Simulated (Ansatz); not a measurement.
Reaction (SMILES): C#C (C2H2) → C2H2+ (doublet, bonded as C#C) + e-
B3LYP-D3(BJ)/def2-TZVP geometries, fixed; electronic energies without zero-point terms.
Largest species:
```xyz
4

C      0.0000     0.0000    -0.5984
C      0.0000     0.0000     0.5984
H      0.0000     0.0000     1.6611
H      0.0000     0.0000    -1.6611
```
Charge 0, spin multiplicity 1.

Basis-set convergence of the adiabatic ionisation energy at r2SCAN with Ansatz (a quantum-chemistry and plane-wave program). Cartesian d functions, on some or all atoms, in 6-31G*, 6-31+G*; all else is spherical. Open shells are unrestricted. No added dispersion term, no relativity. Functions are those of the species that has most. Reference: the value in aug-pcseg-3, 11.145 eV, itself unsure by roughly 0.004 eV (its mean distance from aug-cc-pVQZ, cc-pV5Z, def2-QZVPPD). Deviations are taken from unrounded values.

```json
[
 {"basis": "6-31G*", "functions": "34", "adiabatic ionisation energy (eV)": "10.927"},
 {"basis": "6-31+G*", "functions": "42", "adiabatic ionisation energy (eV)": "11.050"},
 {"basis": "cc-pVDZ", "functions": "38", "adiabatic ionisation energy (eV)": "11.042"},
 {"basis": "aug-cc-pVDZ", "functions": "64", "adiabatic ionisation energy (eV)": "11.092"},
 {"basis": "def2-SVP", "functions": "38", "adiabatic ionisation energy (eV)": "11.130"},
 {"basis": "def2-SVPD", "functions": "56", "adiabatic ionisation energy (eV)": "11.145"},
 {"basis": "pcseg-1", "functions": "38", "adiabatic ionisation energy (eV)": "11.202"},
 {"basis": "aug-pcseg-1", "functions": "64", "adiabatic ionisation energy (eV)": "11.158"},
 {"basis": "6-311G**", "functions": "48", "adiabatic ionisation energy (eV)": "11.140"},
 {"basis": "6-311+G**", "functions": "56", "adiabatic ionisation energy (eV)": "11.159"},
 {"basis": "def2-TZVP", "functions": "74", "adiabatic ionisation energy (eV)": "11.128"},
 {"basis": "def2-TZVPD", "functions": "92", "adiabatic ionisation energy (eV)": "11.132"},
 {"basis": "cc-pVTZ", "functions": "88", "adiabatic ionisation energy (eV)": "11.131"},
 {"basis": "aug-cc-pVTZ", "functions": "138", "adiabatic ionisation energy (eV)": "11.137"},
 {"basis": "pcseg-2", "functions": "88", "adiabatic ionisation energy (eV)": "11.154"},
 {"basis": "aug-pcseg-2", "functions": "138", "adiabatic ionisation energy (eV)": "11.150"},
 {"basis": "def2-TZVPP", "functions": "90", "adiabatic ionisation energy (eV)": "11.132"},
 {"basis": "def2-TZVPPD", "functions": "108", "adiabatic ionisation energy (eV)": "11.132"},
 {"basis": "cc-pVQZ", "functions": "170", "adiabatic ionisation energy (eV)": "11.139"},
 {"basis": "aug-cc-pVQZ", "functions": "252", "adiabatic ionisation energy (eV)": "11.141"},
 {"basis": "def2-QZVPP", "functions": "174", "adiabatic ionisation energy (eV)": "11.139"},
 {"basis": "def2-QZVPPD", "functions": "192", "adiabatic ionisation energy (eV)": "11.139"},
 {"basis": "pcseg-3", "functions": "186", "adiabatic ionisation energy (eV)": "11.145"},
 {"basis": "aug-pcseg-3", "functions": "268", "adiabatic ionisation energy (eV)": "11.145"}
]
```

What the diffuse functions change, pair by pair:
- 6-31G* to 6-31+G*: 8 more functions, deviation -0.217 to -0.094 eV
- cc-pVDZ to aug-cc-pVDZ: 26 more functions, deviation -0.103 to -0.053 eV
- def2-SVP to def2-SVPD: 18 more functions, deviation -0.014 to 0.000 eV
- pcseg-1 to aug-pcseg-1: 26 more functions, deviation 0.057 to 0.014 eV
- 6-311G** to 6-311+G**: 8 more functions, deviation -0.005 to 0.015 eV
- def2-TZVP to def2-TZVPD: 18 more functions, deviation -0.017 to -0.013 eV
- cc-pVTZ to aug-cc-pVTZ: 50 more functions, deviation -0.013 to -0.008 eV
- pcseg-2 to aug-pcseg-2: 50 more functions, deviation 0.009 to 0.006 eV
- def2-TZVPP to def2-TZVPPD: 18 more functions, deviation -0.012 to -0.013 eV
- cc-pVQZ to aug-cc-pVQZ: 82 more functions, deviation -0.006 to -0.004 eV
- def2-QZVPP to def2-QZVPPD: 18 more functions, deviation -0.005 to -0.005 eV
- pcseg-3 to aug-pcseg-3: 82 more functions, deviation 0.001 to 0.000 eV

Leaving out the reference's own pair, they bring the value nearer the reference by more than 0.004 eV in 5 of 11 pairs.
